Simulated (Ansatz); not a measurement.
# Worked example: a bond strength in CH8Si2 (SMILES [SiH3]C[SiH3])

CH8Si2: 11 atoms, total charge 0, spin state singlet. As SMILES, `[SiH3]C[SiH3]`. The shape was relaxed beforehand at r2SCAN/def2-SVP.

```xyz
11

Si   -1.1738    1.0462   -0.3496
C    -0.2831   -0.6143   -0.3613
Si    1.3510   -0.6616    0.5758
H    -2.4539    0.9719   -1.1189
H    -0.3113    2.1004   -0.9655
H    -1.4871    1.4555    1.0535
H    -0.9569   -1.3798    0.0643
H    -0.0977   -0.9087   -1.4102
H     1.1330   -0.3166    2.0139
H     2.3095    0.3277   -0.0050
H     1.9702   -2.0207    0.5030
```

Wanted: the dissociation energy of the Si3–C2 bond into doublet SiH3 and doublet CH5Si (shapes relaxed at r2SCAN/def2-SVP, no zero-point term). 1 Eh = 2625.50 kJ/mol = 27.2114 eV. Totals in Eh; open shells run unrestricted unless said.

```
           level  program       CH8Si2  doublet SiH3  doublet CH5Si
  SVWN5/def2-SVP   Ansatz  -618.920411   -289.930824    -328.826630
  B3LYP/def2-SVP   Ansatz  -621.730536   -291.158520    -330.437549
PBE0-D4/def2-SVP   Ansatz  -621.387862   -291.007793    -330.237670
```

Work out the dissociation energy at each level.


1. SVWN5/def2-SVP: (-289.930824) + (-328.826630) − (-618.920411) = 0.162957 Eh = 427.8 kJ/mol = 4.43 eV.
2. B3LYP/def2-SVP: (-291.158520) + (-330.437549) − (-621.730536) = 0.134467 Eh = 353.0 kJ/mol = 3.66 eV.
3. PBE0-D4/def2-SVP: (-291.007793) + (-330.237670) − (-621.387862) = 0.142399 Eh = 373.9 kJ/mol = 3.87 eV.

The levels span 353 to 428 kJ/mol; no measured value is set beside them. A bond enthalpy at 298 K also holds the loss of zero-point energy and thermal terms.
